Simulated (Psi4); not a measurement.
# doublet C4H11N+ at 3 levels

Wanted: a comparison of 3 runs (UHF/3-21G, UHSE06/6-31G*, UTPSSh/6-31G*) of doublet C4H11N+. 

Program for the calculation: Psi4 1.11.

2 further runs of the same task are left out: 2 set aside as unsound or not needed.

### 1 The system as given

The species is C4H11N+ (16 atoms), meant as a doublet with charge +1. As SMILES of the parent species, `CC(C)CN`. Geometry: relaxed at PBE0-D4/def2-TZVP. This is one conformer, not always the lowest. That shape belongs to the parent species and isn't relaxed for this state.

Bond lengths: C1–C2 1.521 Å, C2–C3 1.521 Å, C2–C4 1.534 Å, C4–N5 1.451 Å, C1–H6 1.094 Å, C1–H7 1.095 Å, C1–H8 1.093 Å, C2–H9 1.098 Å, C3–H10 1.094 Å, C3–H11 1.093 Å, C3–H12 1.095 Å, C4–H13 1.095 Å, C4–H14 1.095 Å, N5–H15 1.012 Å, N5–H16 1.012 Å. Some angles: C1–C2–C3 111.1°, C1–C2–C4 111.8°, C3–C2–C4 111.8°, C2–C4–N5 117.5°, C1–C2–H9 107.9°, C3–C2–H9 107.9°, C4–C2–H9 106.0°, C2–C1–H6 111.5°, C2–C1–H7 111.2°, C2–C1–H8 111.2°.

### 2 Energy and gradient at UHF/3-21G (run 1)

The input, job.in:

```
memory 1.6 GB

molecule system {
  1 2
  C      0.541170     0.657990    -1.306060
  C      0.411690    -0.448020    -0.269380
  C     -0.903490    -1.196480    -0.427020
  C      0.598130     0.083260     1.157830
  N     -0.361580     1.058420     1.641630
  H      1.494100     1.186080    -1.210900
  H     -0.262890     1.393420    -1.202710
  H      0.480400     0.257470    -2.320890
  H      1.228600    -1.162910    -0.435020
  H     -0.993540    -2.005560     0.303270
  H     -0.991860    -1.634400    -1.424220
  H     -1.758630    -0.526360    -0.293940
  H      0.588250    -0.764410     1.851610
  H      1.594870     0.530540     1.238050
  H     -0.364200     1.888420     1.062880
  H     -1.301010     0.682550     1.634870
  symmetry c1
  no_reorient
  no_com
}

set {
  reference     uhf
  puream        true
  e_convergence 1e-09
  d_convergence 1e-08
  scf_type      pk
  maxiter       100
}

e, wfn = gradient("scf/3-21G", return_wfn=True)
```

On the command line:

```console
$ psi4 job.in job.out -n 1
```

job.out:

```text
[...]
  Running in c1 symmetry.
[...]
  Nuclear repulsion =  195.991460665338536
[...]
  Multiplicity = 2
[...]
  Nalpha       = 21
  Nbeta        = 20
[...]
    Number of basis functions: 67
[...]
   @UHF iter   1:  -210.75321472457318   -4.93942e-01   5.21378e-03 ADIIS/DIIS
[...]
   @UHF iter  16:  -210.85856578534023   -2.41585e-12   4.96618e-09 DIIS
[...]
   @S^2 Observed:                7.607741257E-01
[...]
  @UHF Final Energy:  -210.85856578534023
   => Energetics <=
    Nuclear Repulsion Energy =            195.9914606653385363
    One-Electron Energy =                -662.8587088001675056
    Two-Electron Energy =                 256.0086823494887085
    Total Energy =                       -210.8585657853402608
  UHF NO Occupations:
  HONO-2 :   19  A 1.9987345
  HONO-1 :   20  A 1.9981510
[...]
 Multipole Moments:
 ------------------------------------------------------------------------------------
     Multipole            Electronic (a.u.)      Nuclear  (a.u.)        Total (a.u.)
 ------------------------------------------------------------------------------------
 L = 1.  Multiply by 2.5417464519 to convert [e a0] to [Debye]
 Dipole X            :         -2.3898536            2.0182842           -0.3715694
 Dipole Y            :         -2.4053510            3.4662868            1.0609358
 Dipole Z            :         -9.0008191           10.6327897            1.6319706
 Magnitude           :                                                    1.9816601
[...]
  -Total Gradient:
     Atom            X                  Y                   Z
    ------   -----------------  -----------------  -----------------
       1       -0.003258647666    -0.016362262799     0.008453699318
       2        0.004580153035     0.006689132996     0.021603666762
       3        0.016229877306     0.008661322196    -0.003409236150
       4       -0.065275593844     0.029057362865    -0.045750564428
       5        0.031616318587     0.009629431861     0.072117029131
       6        0.004897535475     0.003432635874     0.001854752623
       7       -0.002567302552     0.003204569606     0.002974371153
       8       -0.000373728207    -0.001691336289    -0.007800481366
       9        0.004510300722    -0.008021194753    -0.009515317842
      10       -0.000530724409    -0.003506042120     0.005163458761
      11       -0.001824068043    -0.003575576324    -0.006913164825
      12       -0.002393346069     0.003423888173     0.002864636011
[...]
```

Run time: 3.6 s. Hardware: 1 thread of Intel Xeon 6975P-C (Granite Rapids), shared host; peak memory 0.22 GiB.

### 3 Energy and forces at UHSE06/6-31G(d) (spherical functions) (run 2)

The input, c4h11n.json:

```json
{
  "schema_name": "qcschema_input",
  "schema_version": 1,
  "molecule": {
    "schema_name": "qcschema_molecule",
    "schema_version": 2,
    "symbols": ["C", "C", "C", "C", "N", "H", "H", "H", "H", "H", "H", "H", "H", "H", "H", "H"],
    "geometry": [1.02266309, 1.24342089, -2.4680957, 0.77798135, -0.8466351, -0.50905442, -1.70734866, -2.26101951, -0.80695085, 1.13030189, 0.1573386, 2.1879816, -0.68328717, 2.00012392, 3.1022311, 2.8234398, 2.24136636, -2.28826936, -0.4967901, 2.63318218, -2.27279251, 0.90782443, 0.48654779, -4.38584647, 2.32171752, -2.19758141, -0.82206866, -1.87751849, -3.78995913, 0.57309724, -1.87434375, -3.08856838, -2.69138574, -3.32332905, -0.99467624, -0.5554661, 1.11163139, -1.44452555, 3.49903579, 3.0138675, 1.0025753, 2.33957543, -0.68823825, 3.56859661, 2.0085521, -2.45855259, 1.28983257, 3.08945655],
    "molecular_charge": 1,
    "molecular_multiplicity": 2,
    "fix_symmetry": "c1",
    "fix_com": true,
    "fix_orientation": true
  },
  "driver": "gradient",
  "model": {
    "method": "hse06",
    "basis": "6-31G*"
  },
  "keywords": {
    "reference": "uks",
    "puream": true,
    "e_convergence": 1e-09,
    "d_convergence": 1e-08,
    "scf_type": "pk",
    "dft_radial_points": 99,
    "dft_spherical_points": 590,
    "maxiter": 100,
    "scf_properties": ["WIBERG_LOWDIN_INDICES", "QUADRUPOLE", "MULLIKEN_CHARGES"]
  }
}
```

On the command line:

```console
$ psi4 --qcschema c4h11n.json -n 1 --memory 1600MB
```

stdout:

```text
[...]
  Running in c1 symmetry.
[...]
  Nuclear repulsion =  195.991460748498099
[...]
  Multiplicity = 2
[...]
  Nalpha       = 21
  Nbeta        = 20
[...]
    Number of basis functions: 92
[...]
   @UKS iter   1:  -212.92785691422318   -2.83344e-02   8.03943e-03 DIIS/ADIIS
[...]
   @UKS iter  14:  -213.22093063815470   -6.84963e-11   9.66784e-09 DIIS
[...]
   @S^2 Observed:                7.544535773E-01
[...]
  @UKS Final Energy:  -213.22093063815470
   => Energetics <=
    Nuclear Repulsion Energy =            195.9914607484980991
    One-Electron Energy =                -665.3108894246915952
    Two-Electron Energy =                 281.1939766013135227
    DFT Exchange-Correlation Energy =     -25.0954785632746820
    Empirical Dispersion Energy =           0.0000000000000000
    VV10 Nonlocal Energy =                  0.0000000000000000
    Total Energy =                       -213.2209306381546980
[...]
  Mulliken Charges: (a.u.)
   Center  Symbol    Alpha    Beta     Spin     Total
       1     C     3.27320  3.26709  0.00611 -0.54028
       2     C     3.16944  3.02108  0.14836 -0.19053
       3     C     3.27326  3.26713  0.00614 -0.54039
       4     C     3.14996  3.13192  0.01804 -0.28188
       5     N     4.11071  3.33414  0.77657 -0.44484
       6     H     0.39119  0.38988  0.00131  0.21893
       7     H     0.41259  0.41196  0.00063  0.17544
       8     H     0.37913  0.36972  0.00941  0.25114
       9     H     0.37331  0.36141  0.01191  0.26528
      10     H     0.39123  0.38991  0.00132  0.21885
      11     H     0.37910  0.36973  0.00937  0.25117
[...]
  -Total Gradient:
     Atom            X                  Y                   Z
    ------   -----------------  -----------------  -----------------
       1       -0.003044775843    -0.007748806266    -0.007173153540
       2        0.019471801593     0.006729481607     0.046191779907
       3        0.002676439892    -0.000404617620    -0.010644294986
       4       -0.018882546967    -0.014522619865    -0.061670756679
       5       -0.009086992006     0.036104179434     0.061251143931
       6       -0.001488857176    -0.000744738843     0.001848669599
       7        0.002045759175    -0.001317061494     0.002686126943
       8       -0.000366016472     0.002891073503     0.000006136644
       9       -0.003825203789    -0.002013118981    -0.010536446119
      10        0.000872841556     0.002299095083     0.000415404598
      11       -0.002579987986     0.000052010431     0.001344457179
      12        0.002890282892    -0.000238558023     0.002168153738
[...]
```

Run time: 1.8 min. Hardware: 1 thread of Intel Xeon 6975P-C (Granite Rapids), shared host; peak memory 0.99 GiB.

### 4 Energy and forces at UTPSSh/6-31G(d) (spherical functions) (run 3)

The input, job.json:

```json
{
  "schema_name": "qcschema_input",
  "schema_version": 1,
  "molecule": {
    "schema_name": "qcschema_molecule",
    "schema_version": 2,
    "symbols": ["C", "C", "C", "C", "N", "H", "H", "H", "H", "H", "H", "H", "H", "H", "H", "H"],
    "geometry": [1.02266309, 1.24342089, -2.4680957, 0.77798135, -0.8466351, -0.50905442, -1.70734866, -2.26101951, -0.80695085, 1.13030189, 0.1573386, 2.1879816, -0.68328717, 2.00012392, 3.1022311, 2.8234398, 2.24136636, -2.28826936, -0.4967901, 2.63318218, -2.27279251, 0.90782443, 0.48654779, -4.38584647, 2.32171752, -2.19758141, -0.82206866, -1.87751849, -3.78995913, 0.57309724, -1.87434375, -3.08856838, -2.69138574, -3.32332905, -0.99467624, -0.5554661, 1.11163139, -1.44452555, 3.49903579, 3.0138675, 1.0025753, 2.33957543, -0.68823825, 3.56859661, 2.0085521, -2.45855259, 1.28983257, 3.08945655],
    "molecular_charge": 1,
    "molecular_multiplicity": 2,
    "fix_symmetry": "c1"
  },
  "driver": "gradient",
  "model": {
    "method": "tpssh",
    "basis": "6-31G*"
  },
  "keywords": {
    "reference": "uks",
    "puream": true,
    "e_convergence": 1e-09,
    "d_convergence": 1e-08,
    "scf_type": "pk",
    "dft_radial_points": 99,
    "dft_spherical_points": 590,
    "maxiter": 100,
    "scf_properties": ["DIPOLE", "MULLIKEN_CHARGES", "LOWDIN_CHARGES"]
  }
}
```

On the command line:

```console
$ psi4 --qcschema job.json -n 1 --memory 1600MB
```

stdout:

```text
[...]
  Running in c1 symmetry.
[...]
  Nuclear repulsion =  195.991460748498099
[...]
  Multiplicity = 2
[...]
  Nalpha       = 21
  Nbeta        = 20
[...]
    Number of basis functions: 92
[...]
   @UKS iter   1:  -213.16751031128572   -5.83052e-02   8.39177e-03 DIIS/ADIIS
[...]
   @UKS iter  14:  -213.48722542893290   -1.51488e-11   8.94038e-09 DIIS
[...]
   @S^2 Observed:                7.538374517E-01
[...]
  @UKS Final Energy:  -213.48722542893290
   => Energetics <=
    Nuclear Repulsion Energy =            195.9914607484980991
    One-Electron Energy =                -665.2992064632682059
    Two-Electron Energy =                 285.2256926732763986
    DFT Exchange-Correlation Energy =     -29.4051723874391300
    Empirical Dispersion Energy =           0.0000000000000000
    VV10 Nonlocal Energy =                  0.0000000000000000
    Total Energy =                       -213.4872254289328737
[...]
 Multipole Moments:
 ------------------------------------------------------------------------------------
     Multipole            Electronic (a.u.)      Nuclear  (a.u.)        Total (a.u.)
 ------------------------------------------------------------------------------------
 L = 1.  Multiply by 2.5417464519 to convert [e a0] to [Debye]
 Dipole X            :          0.3394902           -0.6081294           -0.2686392
 Dipole Y            :          1.2859340           -0.6881572            0.5977768
 Dipole Z            :          3.2740856           -2.4514584            0.8226272
 Magnitude           :                                                    1.0517697
[...]
  -Total Gradient:
     Atom            X                  Y                   Z
    ------   -----------------  -----------------  -----------------
       1       -0.003588729885    -0.012116058356    -0.004295217569
       2        0.016156611352     0.011394252750     0.050582661914
       3        0.007368497156     0.001948648530    -0.010947916207
       4       -0.023577649560    -0.012754109240    -0.065635606602
       5       -0.006882830760     0.031951014417     0.056104242444
       6       -0.001671648654    -0.000796790411     0.001829814213
       7        0.002147093887    -0.001405963802     0.002414724236
       8       -0.000500416457     0.003594879106     0.000208739478
       9       -0.003930493614    -0.002116403293    -0.010927402233
      10        0.000848552772     0.002449689330     0.000300077155
      11       -0.003143269937     0.000207569057     0.001805985711
      12        0.002890429605    -0.000457418756     0.001956895795
[...]
```

It took 2.1 min on 1 thread of Intel Xeon 6975P-C (Granite Rapids), shared host; peak memory 0.98 GiB.

### 5 All runs side by side

```
run                                level         integration grid  energy (Eh)  HOMO energy (eV)  LUMO energy (eV)   ⟨S²⟩  wall time
  1                            UHF/3-21G                        –  -210.858566            -17.54             -5.57  0.761      3.6 s
  2  UHSE06/6-31G* (spherical functions)  99 radial × 590 angular  -213.220931            -13.95            -11.57  0.754    1.8 min
  3  UTPSSh/6-31G* (spherical functions)  99 radial × 590 angular  -213.487225            -13.64            -11.63  0.754    2.1 min
```

### 6 Results

```
                                 quantity          value
                      run 3: total energy  -213.48723 Eh
run 3: HOMO energy (highest over α and β)      -13.64 eV
 run 3: LUMO energy (lowest over α and β)      -11.63 eV
                              run 3: ⟨S²⟩          0.754
          run 3: largest force on an atom     3.646 eV/Å
```

What this shows: Totals of different functionals can't be ranked against each other. All runs together took 4 min, the longest 2.1 min.
